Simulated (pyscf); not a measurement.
Thermochemistry of product channels of F–B(F)–F (SMILES FB(F)F) + CH₄ (SMILES C) on the singlet surface, in kcal/mol, from CCSD(T)/def2-TZVPP + ΔMP2(QZVPP) energies (ideal gas, 1 atm, RRHO with modes under 100 cm⁻¹ raised to 100, one conformer, R ln 2 for chiral ones without a mode under 150 cm⁻¹). Optimised with ωB97X-D3(BJ)/def2-SVP in PySCF. MP2 and CC: frozen core, UHF for open shells. ΔMP2 is the change of the MP2 total energy from the triple- to the quadruple-zeta basis.

```json
[
 {"products": "H₃C–F (SMILES CF) + F–BH–F (SMILES FBF)", "ΔE": "+57.0", "ΔH(298 K)": "+56.9", "ΔG(900 K)": "+51.8", "ΔG(1200 K)": "+50.2"},
 {"products": "HF (SMILES F) + H₃C–B(F)–F (SMILES CB(F)F)", "ΔE": "+30.6", "ΔH(298 K)": "+30.1", "ΔG(900 K)": "+24.0", "ΔG(1200 K)": "+21.4"}
]
```

These are energies of the channels, which say nothing of barriers. The CCSD(T) − MP2 part came from Ansatz, without density fitting, on the same reference.
